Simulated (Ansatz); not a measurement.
# C3H3NO: the cost of one run

Method: the settings change from run to run; program: Ansatz 0.2.0, Gaussian basis.

1 further run of the same task is left out (it didn't finish).

### Step 1. The molecule

The structure was relaxed beforehand with PBE0-D4 in a triple-zeta def2 set.

SMILES `C1=COCN=1`, 8 atoms, charge 0, spin multiplicity 1.

Atoms are counted from 1 here; the program's logs count them from 0.

Bond lengths: C1–C2 1.469 Å, C1–N5 1.329 Å, C2–O3 1.280 Å, C2–H6 1.088 Å, O3–C4 1.472 Å, C4–N5 1.397 Å, C4–H7 1.094 Å, C4–H8 1.094 Å. Angles: C2–C1–N5 101.0°, C1–C2–O3 116.6°, C1–C2–H6 128.5°, O3–C2–H6 114.9°, C2–O3–C4 102.9°, O3–C4–N5 106.6°, O3–C4–H7 106.1°, O3–C4–H8 106.1°, N5–C4–H7 113.6°, N5–C4–H8 113.6°, H7–C4–H8 110.1°, C1–N5–C4 112.9°.

### Step 2. r2SCAN0/cc-pVTZ-DK

This run has coordinates scaled by 0.96, a grid of angular degree 11, a point charge of 0.50 e beside it, D3(BJ) with three-body dispersion.

in.yaml

```yaml
crystal:
  periodic: [false, false, false]
  atoms:
    - {symbol: C, position_ang: [-0.094129, 1.339896, -0.612223]}
    - {symbol: C, position_ang: [0.217824, 0.900224, 0.690397]}
    - {symbol: O, position_ang: [0.221854, -0.314580, 0.875476]}
    - {symbol: C, position_ang: [-0.115398, -0.829328, -0.396257]}
    - {symbol: N, position_ang: [-0.281690, 0.226677, -1.205614]}
    - {symbol: H, position_ang: [0.449165, 1.473431, 1.531979]}
    - {symbol: H, position_ang: [0.680077, -1.454985, -0.678040]}
    - {symbol: H, position_ang: [-0.989192, -1.396152, -0.259094]}
basis:
  gaussian: {orbitals: cc-pVTZ-DK, final_grid: {core_spheres: 5, valence_spheres: 4, degree: 11}, point_charges: [{charge: 0.50, position_ang: [3.605, 0.341, -0.601]}]}
hamiltonian: {xc: {name: r2SCAN0}, dispersion: d3bjatm}
```

Started as:

```bash
> ansatz run in.yaml --threads 2 --pin off --events-out ev --progress --plain --max-ram 4352MiB
```

What time and memory should one allow on 2 threads of Arm Neoverse V1, shared host?

About 4.9 s, with a peak of 0.41 GiB.
